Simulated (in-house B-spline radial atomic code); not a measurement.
**Removing the outer electron along the 4-electron series: Li⁻ to Ne⁶⁺**

All numbers come from an all-electron radial atomic-structure program (B-spline basis), all electrons, at the radial basis limit: mean fields, RPA and GW scalar-relativistic (one-electron X2C; non-relativistic for the lightest neutral atoms and singly charged ions), without spin-orbit coupling, Breit or QED terms, open shells spin-polarised at highest spin; Brueckner, CI + MBPT and self-energy runs four-component with Breit and QED terms. References are NIST's ionisation energies and tabulated electron affinities.

Columns: (a) minus the highest CAM-B3LYP level; (b) minus the highest LC-wPBE level; (c) minus the highest Hartree-Fock level; (d) Hartree-Fock, difference of total energies; (e) MP2, difference of total energies. Each gives computed minus reference, in eV; a star marks a semi-empirical reference. Species are left out where the tabulated value is theory, is uncertain by more than 0.12 eV, or (13 ions, such as In⁴⁺, Te⁴⁺ and Bi⁴⁺) lies off its series for all methods alike, which flatters the means a little.

```tsv
species	configuration	reference (eV)	(a)	(b)	(c)	(d)	(e)
Li⁻	[He] 2s2	0.62	-0.51	+0.17	-0.22	-0.74	-0.23
Be	[He] 2s2	9.32	-1.65	-0.41	-0.91	-1.28	-0.41
B⁺	[He] 2s2	25.15	-2.90	-1.35	-1.38	-1.71	-0.58
C²⁺	[He] 2s2	47.89	-4.27	-2.59	-1.77	-2.09	-0.73
N³⁺	[He] 2s2	77.47	-5.71	-4.05	-2.14	-2.45	-0.88
O⁴⁺	[He] 2s2	113.90	-7.18	-5.64	-2.49	-2.80	-1.03
F⁵⁺	[He] 2s2	157.16	?	?	?	?	?
Ne⁶⁺	[He] 2s2	207.27 ± 0.01	-10.16	-9.01	-3.16	-3.46	-1.32
```

Task: What are the differences for F⁵⁺?

Result: (a) -8.67; (b) -7.30; (c) -2.83; (d) -3.13; (e) -1.17 eV.

Task: How do the methods rank over these species?

Result: Mean absolute differences: MP2, difference of total energies 0.79 eV; minus the highest Hartree-Fock level 1.86 eV; Hartree-Fock, difference of total energies 2.21 eV; minus the highest LC-wPBE level 3.82 eV; minus the highest CAM-B3LYP level 5.13 eV. One-signed throughout: minus the highest CAM-B3LYP level (too low), minus the highest Hartree-Fock level (too low), Hartree-Fock, difference of total energies (too low), MP2, difference of total energies (too low). Hartree-Fock differences come too low by the correlation energy of the removed electron.
